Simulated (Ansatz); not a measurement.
Ansatz (a quantum-chemistry and plane-wave program) input:

Ansatz 0.2 input:
```yaml
crystal:
  periodic: [false, false, false]
  atoms:
    - {symbol: C, position_ang: [-0.00541272, 0.00514807, 0.86088345]}
    - {symbol: C, position_ang: [-0.00020344, -0.64634739, -0.49579893]}
    - {symbol: C, position_ang: [0.00648613, 0.64037189, -0.50345144]}
    - {symbol: H, position_ang: [0.90225350, 0.00400638, 1.46236727]}
    - {symbol: H, position_ang: [-0.92057007, 0.01341463, 1.45085018]}
    - {symbol: H, position_ang: [-0.00162276, -1.57792247, -1.03216063]}
    - {symbol: H, position_ang: [0.01471952, 1.56546606, -1.05085530]}
basis:
  gaussian:
    orbitals: def2-TZVP
hamiltonian:
  xc: b3lyp
  dispersion: d3bj
phonons: {temperatures: {t_min: 298.15, t_max: 298.15, t_step: 100}}
```

Problem. Predict the final energy.

Solution. -116.67324 Eh (B3LYP-D3(BJ)/def2-TZVP). The basis has 117 functions. The run takes roughly 20 core-seconds.
